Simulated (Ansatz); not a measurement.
This geometry of C2H4S2 (8 atoms, charge 0, multiplicity 1) is a first-order saddle point.

Computed with RKS revPBE/def2-SVP in Ansatz 0.2.0.

```xyz
8
Properties=species:S:1:pos:R:3
S 0.063 1.792 -0.703
C -0.429 0.277 0.207
C 0.588 -0.784 0.497
S -0.732 -1.294 -0.671
H -0.393 1.389 -1.920
H -1.167 0.497 0.999
H 0.573 -1.279 1.485
H 1.590 -0.654 0.051
```

Task: Which two structures does it join? (They come from a converged band through this point; their orientation in space is the band's.)

Result: No bond is made or broken. The dihedral H5–S1–C2–S4 goes from -37 to 82°.

First end point:

```xyz
8
Properties=species:S:1:pos:R:3
S -0.225 1.862 -0.616
C -0.481 0.314 0.295
C 0.511 -0.801 0.328
S -1.064 -1.230 -0.520
H 0.254 1.277 -1.750
H -1.003 0.554 1.239
H 0.698 -1.313 1.290
H 1.401 -0.719 -0.321
```

Last end point:

```xyz
8
Properties=species:S:1:pos:R:3
S 0.245 1.580 -0.936
C -0.359 0.200 0.070
C 0.646 -0.819 0.501
S -0.626 -1.484 -0.634
H -0.961 1.900 -1.485
H -1.129 0.490 0.807
H 0.611 -1.179 1.545
H 1.664 -0.744 0.077
```

Task: How far does it lie above each of them?

Result: 0.061 eV above the first and 0.072 eV above the second. This is the barrier of this one path; another mechanism may lie lower.

Run time: 29 s on 1 thread of AMD EPYC 9R45 96-Core Processor (Zen 5), with other jobs on the host, peak memory 0.14 GiB.
